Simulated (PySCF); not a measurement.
**`C[C@@H]1[C@H]2CC[C@@H]12`, C6H10**

Geometry:
| atom | x (Å) | y (Å) | z (Å) |
| --- | --- | --- | --- |
| C1 | 2.199 | -0.076 | 0.276 |
| C2 | 0.726 | -0.398 | 0.241 |
| C3 | -0.110 | 0.222 | -0.839 |
| C4 | -1.515 | -0.365 | -0.798 |
| C5 | -1.654 | 0.114 | 0.663 |
| C6 | -0.246 | 0.690 | 0.590 |
| H7 | 2.593 | -0.195 | 1.285 |
| H8 | 2.373 | 0.949 | -0.043 |
| H9 | 2.751 | -0.741 | -0.385 |
| H10 | 0.490 | -1.411 | 0.551 |
| H11 | 0.325 | 0.720 | -1.691 |
| H12 | -2.211 | 0.126 | -1.475 |
| H13 | -1.571 | -1.443 | -0.952 |
| H14 | -2.426 | 0.869 | 0.791 |
| H15 | -1.796 | -0.669 | 1.409 |
| H16 | 0.064 | 1.617 | 1.046 |

Method: GIAO PBE0/pcSseg-1 magnetisability, rotational g tensor and spin-rotation constants, non-relativistic, gas phase in PySCF 2.14.0. Geometry: GFN2-xTB.

(1) How diamagnetic is it, and how anisotropic?

(2) Split it along the inertial axes a, b, c into diamagnetic and paramagnetic parts about the centre of mass, with the quadrupole moment.

(3) And the rotational g tensor?

Answers

(1) Isotropic -1121 × 10⁻³⁰ J/T², or -67.5 × 10⁻⁶ cm³/mol; principal values -1335, -1096, -932 × 10⁻³⁰ J/T², anisotropy 351 × 10⁻³⁰ J/T² (root of half the summed squared differences of the principal values). The susceptibility is in cgs units.

(2) 
```csv
axis,χ (10⁻⁶ cm³/mol),diamagnetic (10⁻⁶ cm³/mol),paramagnetic (10⁻⁶ cm³/mol),summed x² of all electrons (Å²),quadrupole Θ (D Å)
a,-74.0,-235.4,161.4,108.0,+0.46
b,-66.0,-550.0,484.0,33.9,-1.20
c,-62.5,-601.8,539.3,21.6,+0.74
```
Anisotropies 2χaa − χbb − χcc = -19.5 and 2χbb − χaa − χcc = +4.6 × 10⁻⁶ cm³/mol. Θ is traceless in Buckingham's convention.

(3) 
```csv
axis,rotational constant (GHz),g,nuclear part,electronic part
a,8.7740,+0.0245,0.6899,-0.6655
b,2.7891,-0.0014,0.6328,-0.6342
c,2.4878,-0.0067,0.6237,-0.6303
```
Asymmetric top; isotopes 12C, 1H; no vibrational averaging.
